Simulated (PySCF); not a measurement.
First-order multiplets

Geometry:
```json
{"atom": "C1", "x (Å)": "-2.491", "y (Å)": "-0.730", "z (Å)": "-0.076"}
{"atom": "C2", "x (Å)": "-1.354", "y (Å)": "-0.131", "z (Å)": "0.225"}
{"atom": "C3", "x (Å)": "-0.077", "y (Å)": "-0.313", "z (Å)": "-0.518"}
{"atom": "C4", "x (Å)": "1.113", "y (Å)": "-0.705", "z (Å)": "0.389"}
{"atom": "C5", "x (Å)": "1.677", "y (Å)": "0.716", "z (Å)": "0.260"}
{"atom": "C6", "x (Å)": "0.648", "y (Å)": "1.014", "z (Å)": "-0.839"}
{"atom": "H7", "x (Å)": "-2.570", "y (Å)": "-1.412", "z (Å)": "-0.907"}
{"atom": "H8", "x (Å)": "-3.391", "y (Å)": "-0.570", "z (Å)": "0.494"}
{"atom": "H9", "x (Å)": "-1.302", "y (Å)": "0.548", "z (Å)": "1.067"}
{"atom": "H10", "x (Å)": "-0.233", "y (Å)": "-0.969", "z (Å)": "-1.375"}
{"atom": "H11", "x (Å)": "1.750", "y (Å)": "-1.463", "z (Å)": "-0.059"}
{"atom": "H12", "x (Å)": "0.843", "y (Å)": "-1.021", "z (Å)": "1.395"}
{"atom": "H13", "x (Å)": "2.721", "y (Å)": "0.786", "z (Å)": "-0.040"}
{"atom": "H14", "x (Å)": "1.532", "y (Å)": "1.316", "z (Å)": "1.156"}
{"atom": "H15", "x (Å)": "1.077", "y (Å)": "1.028", "z (Å)": "-1.838"}
{"atom": "H16", "x (Å)": "0.051", "y (Å)": "1.914", "z (Å)": "-0.701"}
```

[PySCF 2.14: geometry: GFN2-xTB; couplings computed with B3LYP/pcJ-1 (without the spin–dipole term); σ from GIAO-PBE0/pcSseg-1; no solvent model; non-relativistic Hamiltonian; a single conformation; equivalent nuclei averaged]

δ = σ(ref) − σ, references computed at the same level: ¹H (σ = 31.72 ppm) and ¹³C (σ = 186.93 ppm) against TMS.

Spectrometer: 600 MHz for ¹H. First-order analysis; couplings under 1 Hz (under 4 Hz in carbon signals) are ignored, and nearly equal couplings are merged; the smaller ones broaden or split the lines further.

Question: What pattern does H7 show (¹H)?

Answer: A doublet at δ 5.16: 17.3 Hz to H9 (1 × ¹H, 3 bonds away). Lines in Hz from the centre (relative intensity): +8.7 (1), -8.7 (1). The outer lines are 17.3 Hz apart, the sum of the couplings kept, or 0.029 ppm at this field.

Question: What pattern does C1 show in the proton-coupled ¹³C spectrum?

Answer: A triplet of doublets at δ 117.8: 161.9 Hz to H8 and H7 (2 × ¹H, 1 bond away), 7.2 Hz to H10 (1 × ¹H, 3 bonds away). Lines in Hz from the centre (relative intensity): +165.5 (1), +158.3 (1), +3.6 (2), -3.6 (2), -158.3 (1), -165.5 (1). The outer lines are 331.0 Hz apart, the sum of the couplings kept, or 2.194 ppm at this field.

Question: What pattern does H10 show (¹H)?

Answer: A quartet of triplets of triplets at δ 2.68: 10.4 Hz to H9 and H11/H15 (3 × ¹H, 3 bonds away), 3.2 Hz to H12/H16 (2 × ¹H, 3 bonds away), 1.4 Hz to H13 and H14 (2 × ¹H, 4 bonds away).

Question: What pattern does H8 show (¹H)?

Answer: A doublet at δ 5.13: 11.1 Hz to H9 (1 × ¹H, 3 bonds away). Lines in Hz from the centre (relative intensity): +5.5 (1), -5.5 (1). The outer lines are 11.1 Hz apart, the sum of the couplings kept, or 0.018 ppm at this field.

Unscaled 3J(H,H) at this level run about 10 % above measured values. Couplings across =CH–CH2 type bonds come from one rotamer and its mirror image, and can be 1–2 Hz further off. Only one conformer was computed, so three-bond couplings in flexible chains and rings are approximate.
